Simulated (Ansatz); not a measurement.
Rock-salt KCl was calculated with G0W0@HSE06 (Ansatz, a quantum-chemistry and plane-wave program, plane waves, hard PAW, contour deformation).

The cell has the measured lattice parameters. Conventional cell: a = 6.2929 Å, b = 6.2929 Å, c = 6.2929 Å, α = 90.00°, β = 90.00°, γ = 90.00°.

The quasiparticle gap at Γ at a fixed k mesh 4×4×4:

| response cutoff | value (eV) |
|---|---|
| 150 eV, 477 empty bands | 8.587 |
| 200 eV, 735 empty bands | 8.650 |
| 250 eV, 1027 empty bands | 8.682 |
| 300 eV, 1350 empty bands | 8.702 |

Problem. Taking the value to converge with the response cutoff E as E^(−3/2), extrapolate from the last two rows.

Solution. With y = y∞ + c/w and weights w = 3953 and 5196 for the last two rows, y∞ = (w2 y2 − w1 y1)/(w2 − w1) = (5196 × 8.702 − 3953 × 8.682)/1243 = 8.766 eV, which lies 0.064 beyond the last row. Successive pairs of rows give 8.767, 8.762, 8.766. The limit also hangs on the law assumed, so its last digits aren't firm.

The other settings are not extrapolated, so this is the limit in one setting alone.

Note: GW on a hybrid start was not checked against another program.
